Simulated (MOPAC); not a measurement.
MOPAC input (PM7):

```
PM7 PRECISE GNORM=0.05 LET XYZ GEO-OK AUX(PRECISION=9) THREADS=1
AlCl3

Al   -0.00000000 1    0.00000000 1   -0.00000000 1
Cl   -0.00589700 1    2.07624800 1    0.02827800 1
Cl    1.80113700 1   -1.03281500 1   -0.02893200 1
Cl   -1.79524000 1   -1.04343200 1    0.00065400 1
```

From the output:

```
                                                       MOPAC v23.2.5 Linux

          FINAL HEAT OF FORMATION =       -141.69269 KCAL/MOL =    -592.84221 KJ/MOL

          COSMO AREA              =        126.92 SQUARE ANGSTROMS
          COSMO VOLUME            =        116.82 CUBIC ANGSTROMS

          GRADIENT NORM           =          0.02424          =       0.01212 PER ATOM
          IONIZATION POTENTIAL    =         11.021047 EV
          HOMO LUMO ENERGIES (EV) =        -11.021 -0.728
          NO. OF FILLED LEVELS    =         12
          MOLECULAR WEIGHT        =        133.3405         POINT GROUP:  D3h

          MOLECULAR DIMENSIONS (Angstroms)

            Atom       Atom       Distance
           Cl     4   Cl     2     3.46133
           Cl     3   Cl     2     2.99758
           Al     1   Cl     2     0.00000

          SCF CALCULATIONS        =         16

   ATOM   CHEMICAL          X               Y               Z
  NUMBER   SYMBOL      (ANGSTROMS)     (ANGSTROMS)     (ANGSTROMS)

     1      Al         -0.00001092  *  -0.00000377  *   0.00000003  *
     2      Cl         -0.00566439  *   1.99819792  *   0.02721489  *
     3      Cl          1.73342994  *  -0.99398116  *  -0.02784428  *
     4      Cl         -1.72775602  *  -1.00421247  *   0.00062937  *

                             CARTESIAN COORDINATES

   1   Al       -0.000010925    -0.000003771     0.000000032
   2   Cl       -0.005664393     1.998197923     0.027214888
   3   Cl        1.733429940    -0.993981160    -0.027844285
   4   Cl       -1.727756016    -1.004212474     0.000629368

           Empirical Formula: Al Cl3  =     4 atoms

      MOLECULAR POINT GROUP   :   D3h

                  EIGENVALUES
 -26.56379 -26.56378 -25.52328 -14.48327 -14.48323 -13.52384 -13.52381 -13.42079
 -12.95990 -12.65292 -12.65282 -11.02105  -0.72770   0.17909   0.17910   1.15765
  16.97073  16.97076  17.57273  19.15746  19.15752  68.29429  68.64051  68.64063
  68.85520  68.85520  68.97578  69.27320  69.27329  69.81635  70.03445  70.03448
  70.45629  70.45639  70.45876  70.75104

              NET ATOMIC CHARGES AND DIPOLE CONTRIBUTIONS

  ATOM NO.   TYPE          CHARGE      No. of ELECS.   s-Pop       p-Pop       d-Pop
    1         Al           0.154623        2.8454     0.23403     1.74638     0.86497
    2         Cl          -0.051546        7.0515     1.95255     5.09715     0.00184
    3         Cl          -0.051547        7.0515     1.95255     5.09715     0.00184
    4         Cl          -0.051530        7.0515     1.95255     5.09714     0.00184
 DIPOLE           X         Y         Z       TOTAL
 POINT-CHG.    -0.000    -0.000     0.000     0.000
 HYBRID         0.000     0.000     0.000     0.000
 SUM           -0.000    -0.000     0.000     0.000

          ATOMIC ORBITAL ELECTRON POPULATIONS

     Atom    s        px        py        pz      x^2-y^2     xz        z^2       yz        xy
    1 Al   0.23403   0.65753   0.65750   0.43135   0.25157   0.11977   0.12229   0.11977   0.25157
    2 Cl   1.95255   1.79042   1.53103   1.77570   0.00004   0.00032   0.00033   0.00035   0.00079
    3 Cl   1.95255   1.59522   1.72624   1.77570   0.00060   0.00034   0.00033   0.00033   0.00023
    4 Cl   1.95255   1.59649   1.72490   1.77574   0.00061   0.00034   0.00033   0.00033   0.00023

 **********************
 *                    *
 * JOB ENDED NORMALLY *
 *                    *
 **********************

 == MOPAC DONE ==
```

The geometry given is a B3LYP-D3(BJ)/def2-TZVP minimum.
